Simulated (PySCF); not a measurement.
**Al₂H, quartet along the angle Al2-Al1-H3**

Starting geometry (PBE0/def2-TZVP stationary point for this spin, not checked as a minimum):

```xyz
3

Al    0.0000    0.0000    0.2591
Al    0.0000    0.0000   -2.1014
H     0.0000    0.0000    1.8423
```

From there the angle named below is changed in its plane at fixed bond lengths, both arms turning rigidly about the middle atom; atoms are numbered as listed. Energies are in kcal/mol, counted from the starting geometry at the same level.

Basis 6-31G; PySCF 2.14.0. Correlated methods freeze the noble-gas cores. R marks a restricted (for open shells ROHF) determinant, U an unrestricted one.

Full CI is exact within this basis and frozen core; it isn't the basis-set limit. The frozen core follows each run's orbitals, which can shift R against U totals by a few meV.

| angle Al2-Al1-H3 (°) | full CI | unpaired electrons (full CI) | error RHF | error UHF | error UMP2 | error RCCSD | error UCCSD(T) | error UCCSDT |
| --- | --- | --- | --- | --- | --- | --- | --- | --- |
| 67.5 | 18.5 | 3.06 | 1.0 | -0.9 | 0.5 | -0.1 | -0.1 | -0.1 |
| 85.6 | 14.7 | 3.05 | -1.1 | -1.8 | 0.5 | -0.1 | -0.1 | -0.1 |
| 102.2 | 11.0 | 3.05 | -2.0 | -2.2 | 0.7 | -0.1 | -0.1 | -0.1 |
| 118.8 | 7.1 | 3.05 | -1.3 | -1.5 | 1.1 | 0.0 | 0.0 | -0.1 |
| 136.4 | 3.6 | 3.05 | 0.1 | -0.4 | 1.1 | 0.0 | 0.0 | 0.0 |
| 160.0 | 0.7 | 3.04 | 0.5 | 0.2 | 0.2 | 0.0 | 0.0 | 0.0 |
| 180.0 | 0.0 | 3.04 | 0.0 | 0.0 | 0.0 | 0.0 | 0.0 | 0.0 |

Unpaired electrons are Σ n²(2−n)² over natural occupations. Errors are those of relative energies. In total energy the starting point itself misses full CI by: RHF 45.6, UHF 44.4, UMP2 14.9, RCCSD 1.8, UCCSD(T) 0.7, UCCSDT 0.2 kcal/mol.

Spread of the error over the points with a reference, to 180.0 ° (largest less smallest): UCCSDT 0.1, UCCSD(T) 0.1, RCCSD 0.1, UMP2 1.1, UHF 2.4, RHF 3.0 kcal/mol.
